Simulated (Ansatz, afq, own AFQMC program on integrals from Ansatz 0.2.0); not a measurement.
**Cl, doublet: AFQMC among the cluster methods**

A free Cl atom.

Basis cc-pVQZ. Noble-gas cores (and the filled d shells of Ga–Kr and In–Xe) are frozen. AFQMC by an in-house program on the Cholesky factors that Ansatz 0.2.0 writes for its CCSD(T) run. ph-AFQMC/CISD is guided by a CISD state made of CCSD amplitudes; releasing the constraint for a short imaginary time cuts its bias at the price of noise, slowly where states lie close. ± is one standard error of the sampling.

Determinant: UHF, the one that the program's search chose, which needn't be the lowest solution.

No full CI on the walks' own integrals is used here; CCSDT(Q) serves as the reference and is uncertain by about the last step of the cluster series.

Cautions: the released energies are still falling, so no released level is given (meV from the phaseless value at times in 1/Eh: -3 ± 3 at 0.24, -7.6 ± 2.1 at 0.51, -11.5 ± 1.6 at 0.99, -12 ± 3 at 1.62, -16 ± 3 at 2.40), though the last usable value meets CCSDT(Q) within the noise.

```
T1 diagnostic                               : 0.0076
weight of the determinant in the CISD state : 0.928
⟨S²⟩ of the determinant                     : 0.760
size of the correlated space                : 7 electrons in 54 orbitals
```

```csv
level,correlation energy (eV)
MP2,-4.7587
CCSD,-5.3628
CCSD(T),-5.5569
```

Task: Estimate where phaseless AFQMC with the Hartree–Fock trial lies against CCSD(T) on the same integrals.

Result: 7.7 ± 1.7 kJ/mol above CCSD(T).

Reference: CCSDT(Q), correlation energy -5.582 eV.

```tsv
level	E − E(reference) (kJ/mol)	share of correlation (%)
CCSD(T)	2.5	99.54
CCSDT	0.6	99.89
ph-AFQMC/HF	10.2 ± 1.7	98.11
ph-AFQMC/CISD	1.2 ± 0.3	99.78
```

A walk keeps the symmetry of its determinant, which the program's search chose and which needn't be the lowest solution, so a lower state of the same spin and another symmetry isn't excluded.
